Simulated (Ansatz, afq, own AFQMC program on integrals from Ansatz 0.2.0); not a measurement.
## Where AFQMC and coupled cluster stand for SiCl, doublet

```xyz
2

Si   -0.5698   -0.3422   -0.3461
Cl   -0.0813    1.6264    0.1374
```

Basis def2-TZVP. Only valence electrons are correlated. Integrals, coupled cluster, full CI and functionals: Ansatz 0.2.0; the random walks run on the same integrals in our own AFQMC program. The CISD trial takes its coefficients from CCSD amplitudes. Released means that phaseless walkers are propagated on without the constraint, phases kept. Error bars are statistical, one sigma.

Determinant: UHF, the one that the program's search chose, which needn't be the lowest solution. The geometry is a PBE0/def2-SVP stationary point of this or a neighbouring charge and spin state.

No full CI on the walks' own integrals is used here; CCSDT(Q) serves as the reference and is uncertain by about the last step of the cluster series.

Cautions: the released energies are still falling, so no released level is given (meV from the phaseless value at times in 1/Eh: -9 ± 4 at 0.24, -13 ± 3 at 0.51, -20 ± 3 at 0.99, -21 ± 4 at 1.62, -30 ± 5 at 2.40).

The T1 diagnostic is 0.0180, the weight of the determinant in the CISD state is 0.859 and the ⟨S²⟩ of the determinant is 0.775. The size of the correlated space is 11 electrons in 64 orbitals.

```tsv
level	correlation energy (eV)
MP2	-7.0024
CCSD	-7.8613
CCSD(T)	-8.2193
```

(1) Estimate where phaseless AFQMC with a CISD trial lies against CCSD(T) on the same integrals.

(1) 0.74 ± 0.13 kcal/mol below CCSD(T).

Reference: CCSDT(Q), correlation energy -8.271 eV.

```json
{"level": "CCSD(T)", "E − E(reference) (kcal/mol)": "1.18", "share of correlation (%)": "99.38"}
{"level": "CCSDT", "E − E(reference) (kcal/mol)": "0.46", "share of correlation (%)": "99.76"}
{"level": "ph-AFQMC/HF", "E − E(reference) (kcal/mol)": "0.71 ± 0.62", "share of correlation (%)": "99.63"}
{"level": "ph-AFQMC/CISD", "E − E(reference) (kcal/mol)": "0.44 ± 0.13", "share of correlation (%)": "99.77"}
```

A walk keeps the symmetry of its determinant, which the program's search chose and which needn't be the lowest solution, so a lower state of the same spin and another symmetry isn't excluded.
